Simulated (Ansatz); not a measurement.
`CCC(O)CC` and `CCC(O)O` differ in one atom or group.

Ansatz, PBE0-D4/def2-TZVP geometries, multiplicity 1. Each molecule was computed in one conformer, which needn't be the lowest.

```tsv
property	`CCC(O)CC`
HOMO energy (PBE/def2-TZVPP) / eV	-6.13
HOMO–LUMO gap (B3LYP/def2-TZVPP) / eV	8.12
HOMO energy (B3LYP/def2-TZVPP) / eV	-7.50
LUMO energy (ωB97M-V/def2-TZVPP) / eV	2.40
size of the dipole moment (PBE/def2-TZVPP) / D	1.48
HOMO–LUMO gap (PBE/def2-TZVPP) / eV	6.26
```

Q: Give the same properties after the change, and the shifts. (Best estimate.)

A: The calculation gave: 
```
                                      property  `CCC(O)O`  shift
             HOMO energy (PBE/def2-TZVPP) / eV      -6.40  -0.27
         HOMO–LUMO gap (B3LYP/def2-TZVPP) / eV       8.58   0.46
           HOMO energy (B3LYP/def2-TZVPP) / eV      -7.86  -0.36
         LUMO energy (ωB97M-V/def2-TZVPP) / eV       2.50   0.10
size of the dipole moment (PBE/def2-TZVPP) / D       0.20  -1.28
           HOMO–LUMO gap (PBE/def2-TZVPP) / eV       6.65   0.39
```

With PBE0 the HOMO falls by 0.37 eV and the LUMO rises by 0.13 eV, so the gap widens by about 0.50 eV. PBE moves the HOMO by -0.27 eV and ωB97M-V by -0.42 eV. Dipoles are sizes alone; their direction can turn.

B3LYP here is the variant with VWN-RPA as its local correlation; programs differ in this.
